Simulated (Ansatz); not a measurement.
The first iterations of a band of H3NOSi (6 atoms, charge 0, multiplicity 1).

These are results of Ansatz 0.2.0, RKS PBE/def2-SVP, not measurements.

```yaml
movable_images: 5
climbing_image: yes
spring: 5.0 eV/Å²
optimiser: quadratic models (default)
start_path: through a guess of the saddle point
force_threshold: 0.05 eV/Å
iteration_limit: 60
end_points: relaxed
```

First end point:

```xyz
6
Properties=species:S:1:pos:R:3
N -1.245 -0.546 -0.226
Si 0.202 0.164 -0.293
O 1.127 0.295 1.080
H -1.821 -0.630 -1.072
H 1.042 0.808 -1.353
H 0.695 -0.091 1.865
```

Last end point:

```xyz
6
Properties=species:S:1:pos:R:3
N -1.007 -0.486 -0.206
Si -0.593 1.057 -0.602
O 1.080 0.509 0.585
H -1.842 -1.052 -0.382
H 1.871 0.316 0.039
H 0.490 -0.344 0.566
```

| iteration | highest image above the first end (eV) | largest band force component (eV/Å) |
| --- | --- | --- |
| 1 | 4.434 | 8.298 |
| 2 | 3.004 | 4.278 |
| 3 | 2.607 | 2.022 |
| 4 | 2.507 | 1.011 |
| 5 | 2.545 | 0.799 |
| 6 | 2.511 | 0.716 |
| 7 | 2.479 | 0.872 |
| 8 | 2.422 | 0.714 |
| 9 | 2.462 | 0.216 |
| 10 | 2.455 | 0.808 |
| 11 | 2.450 | 0.260 |

Problem. Does the band converge within its limit, and where does its top end?

Solution. The run converged. It ended after 33 iterations with the highest image 2.448 eV above the first end. Neighbouring images differ by up to 1.3 eV, so the band resolves the path poorly. A vibrational analysis at the climbing image gives one clearly imaginary mode, 1331i cm⁻¹: a first-order saddle point. The orbitals stay closed-shell, which can raise the energy where a bond breaks towards radicals; this wasn't checked here.

Run time: 2.7 min on 1 thread of Arm Neoverse V2, with other jobs on the host, peak memory 0.12 GiB.
